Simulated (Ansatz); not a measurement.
# Ge–CH2, triplet in cc-pVDZ: errors against RCCSDTQ

Geometry: a PBE0/def2-TZVP stationary point for this spin, not checked as a minimum. The singlet lies 1.2 eV lower here.

```yaml
atoms:
  - { symbol: Ge, position_ang: [0.0000, 0.0000, 0.3308] }
  - { symbol: C, position_ang: [0.0000, 0.0000, -1.6265] }
  - { symbol: H, position_ang: [0.0000, 0.9089, -2.2295] }
  - { symbol: H, position_ang: [0.0000, -0.9089, -2.2295] }
```

Basis cc-pVDZ; Ansatz 0.2.0. Only valence electrons are correlated (noble-gas cores and the filled d shells of p-block atoms frozen), which leaves 10 electrons in 36 orbitals. R marks a restricted (for open shells ROHF) determinant, U an unrestricted one. Active spaces: valence = (10e, 10o) chosen from the atoms' valence shells. No spin–orbit coupling is included, and no scalar relativity.

Full CI isn't at hand for all of this; RCCSDTQ serves as the reference, and is uncertain by about the last step of the cluster series. The frozen core follows each run's orbitals, which can shift R against U totals by a few meV for light atoms and by up to 0.1 eV past Ca.

For open shells CISD is restricted-active-space CI with the open shells as a complete middle space.

The UHF ⟨S²⟩ is 2.024. The T1 diagnostic (RCCSD) is 0.0195. The largest doubles amplitude (RCCSD) is 0.048.

```
   level  E − E(RHF) (eV)
    RMP2          -4.8763
   RCCSD          -5.7510
RCCSD(T)          -5.9048
```

Problem. Estimate how far RCCSDTQ in cc-pVDZ lies from RCCSD(T). The table doesn't fix it; the size of (T) and the diagnostics are the guide.

Solution. RCCSDTQ in cc-pVDZ lies 0.81 kcal/mol below RCCSD(T), which is 23 % of the (T) step (-3.55 kcal/mol). The diagnostics are small and one determinant leads, so the series closes fast and only a small part of (T) is left.

The other levels:

```tsv
level	E − E(RCCSDTQ) (kcal/mol)	share of correlation (%)	wall time
CISD	13.53	90.13	3.4 s
BCCD(T)	0.81	99.41	6 s
RCCSDT	0.23	99.83	–
RCCSDT(Q)	0.01	99.99	16 s
CASSCF (valence space)	86.13	37.13	–
NEVPT2 (valence space)	20.84	84.78	8 s
MRCISD (valence space)	5.45	96.02	–
MRCISD+Q (valence space)	0.15	99.89	9 s (H100)
```

The correlation energy at RCCSDTQ, counted from RHF, is -5.940 eV. That run took 60 s on 2 threads of AMD EPYC 7R13 with a shared H100 80 GB, shared host.

Run but not shown, since their state or frozen core can't be matched to the reference's or they repeat it: UHF, UMP2, UCCSD, UCCSD(T), UCCSDT, UCCSDT(Q).

Times hold each run's SCF and search for its determinant on a shared host, so for small cases they say little of a method's own cost; rows without a card ran on 1 thread of AMD EPYC 7R13.

Natural occupations of CASSCF (valence space) about the gap: 1.982 1.977 1.976 1.956 1.000 0.995 0.039 0.031 0.022 0.022; effectively unpaired electrons, Σ n²(2−n)², 2.03.
